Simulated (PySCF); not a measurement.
**Gas-phase XPS of 1-hexene, computed**

1-hexene, C₆H₁₂.
Numbering: `[CH2:1]=[CH:2][CH2:3][CH2:4][CH2:5][CH3:6]`

Theory: delta-SCF UKS SCAN, pcX-2 on the ionised atom, pcseg-1 elsewhere, spin-free X2C in PySCF. These are vertical core ionisation energies against the vacuum level, from separate self-consistent calculations with and without the core hole.

Q: What binding energy does each computed site have?

A: 
```tsv
atom(s)	environment	level	binding energy (eV)	above the level's lowest (eV)	count
C1	terminal =CH2 carbon	C 1s	290.01	0.00	1
C2	alkene CH carbon	C 1s	290.41	+0.40	1
C3	allylic carbon	C 1s	290.56	+0.55	1
C4	chain CH2 carbon	C 1s	290.37	+0.36	1
C5	chain CH2 carbon	C 1s	290.48	+0.47	1
C6	methyl carbon	C 1s	290.53	+0.52	1
```

The listed C 1s values span 0.55 eV, from C1 (bonded to C (double bond) and 2 H) to C3 (bonded to 2 C and 2 H). Summing the Pauling electronegativity differences to the bonded atoms, each weighted by its formal bond order, gives -0.70 for the lowest site and -0.70 for the highest; the largest sum, -0.35, belongs to C2, 0.15 eV below the top. The smallest sum, -1.05, belongs to C6, 0.52 eV above the lowest. The values 290.37 and 290.41 eV; the values 290.48, 290.53 and 290.56 eV lie too close for their order to be trusted.

Q: Express the binding energy of C 1s of C6 in atomic units and per mole.

A: 290.53 eV = 10.6768 Eh = 28032 kJ/mol.

Isolated species at its PBE0-D3(BJ)/def2-SVP geometry (one conformer only).

On one thread of an Arm Neoverse V1, on a shared host, this took 76 s and 0.59 GiB of memory at its peak.

The values belong to the conformer `[CH2:1]=[CH:2][CH2:3][CH2:4][CH2:5][CH3:6]`: C1–C2–C3–C4 -118°, C2–C3–C4–C5 -179°, C3–C4–C5–C6 180°.
